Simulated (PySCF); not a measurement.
Ionisation energies (eV) were calculated with PySCF 2.14 by LDA, PBE, MP2 (valence), in another order, as differences of total energies without spin-orbit coupling. The measured values are between term centres (NIST).

| species | measured | A | B | C |
| --- | --- | --- | --- | --- |
| Mg (x2c-TZVPall, spin-free X2C) | 7.646 | 7.211 | 7.644 | 7.749 |
| V (x2c-TZVPall, spin-free X2C) | 6.732 | 6.490 | 6.399 | 6.490 |
| Cr (x2c-TZVPall, spin-free X2C) | 6.767 | 6.408 | 7.406 | 7.619 |
| Kr (x2c-TZVPall, spin-free X2C) | 14.222 | 14.000 | 14.031 | 14.338 |
| Zr (x2c-TZVPall, spin-free X2C) | 6.639 | 5.978 | 6.424 | 6.727 |
| Ru (x2c-TZVPall, spin-free X2C) | 7.365 | 6.900 | 7.749 | 8.027 |
| Ag (x2c-TZVPall, spin-free X2C) | 7.576 | 7.079 | 7.940 | 8.258 |
| Sn⁺ (x2c-TZVPall, spin-free X2C) | 14.282 | 13.906 | 14.207 | 14.389 |

Which column is which method?

A is MP2 (valence) (mean error -0.41 eV); B is PBE (mean error 0.07 eV); C is LDA (mean error 0.30 eV). Valence MP2 in a finite basis recovers only part of the missing correlation, so it stays below experiment on average. PBE, with gradient corrections, lies close to experiment on average, with errors of both signs. LDA overbinds the outer electron and comes out highest.
